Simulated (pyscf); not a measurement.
# Four-centre exchange: HO–B(F)–F (SMILES OB(F)F) + BH₃ (SMILES B) -> H₂B–O–B(F)–F (SMILES BOB(F)F) + H₂ (SMILES [H][H])

Gas phase, singlet surface, charge 0. Bonds broken: O1–H5, B6–H7. Bonds formed: O1–B6, H5–H7. Structures and frequencies: ωB97X-D3(BJ)/def2-SVP in PySCF.

Transition state (Å):

```xyz
9

O     -0.0984    -0.0606     0.9956
B      0.4202     0.4751    -0.1392
F      1.2314    -0.2404    -0.8997
F      0.1476     1.7210    -0.4806
H     -0.8175    -0.9521     1.3194
B     -1.5012     0.2729     1.7211
H     -1.7564    -1.0233     1.8402
H     -1.3319     0.7272     2.8241
H     -2.3006     0.7454     0.9502
```

One imaginary mode, 1402i cm⁻¹; descent along it reached the two sides named, in the forms told below.

```
bond   change  reactant side (Å)  saddle  product side
-----  ------  -----------------  ------  ------------
O1–H5  breaks              0.966   1.190           3.0
B6–H7  breaks              1.218   1.326           3.1
O1–B6   forms              1.777   1.614         1.370
H5–H7   forms              2.377   1.076         0.760
```

Electronic energies relative to the separated reactants (kcal/mol):

| level | barrier | reaction energy | reverse barrier |
|---|---|---|---|
| ωB97X-D3(BJ)/def2-TZVP | 13.4 | -24.4 | 37.8 |
| PBE/def2-TZVP | 6.2 | -24.8 | 31.0 |
| r²SCAN/def2-TZVP | 8.4 | -25.9 | 34.3 |
| B3LYP-D3(BJ)/def2-TZVP | 13.1 | -25.3 | 38.5 |
| PBE0-D3(BJ)/def2-TZVP | 8.8 | -24.2 | 33.0 |
| M06-2X/def2-TZVP | 12.4 | -26.7 | 39.1 |
| ωB97M-D3(BJ)/def2-TZVP | 12.9 | -24.5 | 37.4 |
| HF/def2-TZVP | 33.3 | -21.6 | 54.9 |

With ωB97M-D3(BJ)/def2-TZVP energies and thermal terms (ideal gas, 1 atm, RRHO with modes under 100 cm⁻¹ raised to 100, one conformer, R ln 2 for chiral ones without a mode under 150 cm⁻¹), in kcal/mol:

| T (K) | ΔH‡ | ΔG‡ | ΔH | ΔG |
|---|---|---|---|---|
| 298 | 12.4 | 22.3 | -26.8 | -25.3 |
| 600 | 12.2 | 32.5 | -25.8 | -24.2 |
| 900 | 12.6 | 42.5 | -25.0 | -23.6 |
| 1200 | 13.3 | 52.4 | -24.4 | -23.3 |

On the reactant side the descent ends in an adduct with a B–O contact, 8.5 kcal/mol under the separated species and 21.9 kcal/mol under the saddle at ωB97X-D3(BJ)/def2-TZVP. What is counted as formed (B–O) is already present as a longer contact in the reactant adduct; forming that adduct is a step of its own. One saddle was located; it need not be the lowest between these sides.
